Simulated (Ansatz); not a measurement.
`[Mg][SH]` radical. Charge 0, multiplicity 2.

```xyz
3

Mg    0.475    0.832   -1.312
S    -0.723   -0.473    0.194
H     0.249   -0.359    1.118
```

Question: List the harmonic frequencies (cm⁻¹, unscaled) at PBE0-D4/def2-TZVP in Ansatz. (Best estimate.)

Answer: Ansatz gave: 405, 489, 2693.

Question: Is this a minimum?

Answer: Yes, all 3 modes are real.

Question: Give the ideal-gas thermochemistry at 298.15 K and 1 bar (rigid rotor, harmonic oscillator; point group Cs, symmetry number 1).

Answer: Zero-point energy 21.5 kJ/mol; H(298) − E = 32.8 kJ/mol; entropy 258.9 J/(mol·K), of which translation 159.4, rotation 87.0, vibration 6.8, electronic 5.8; G(298) − E = -44.4 kJ/mol.
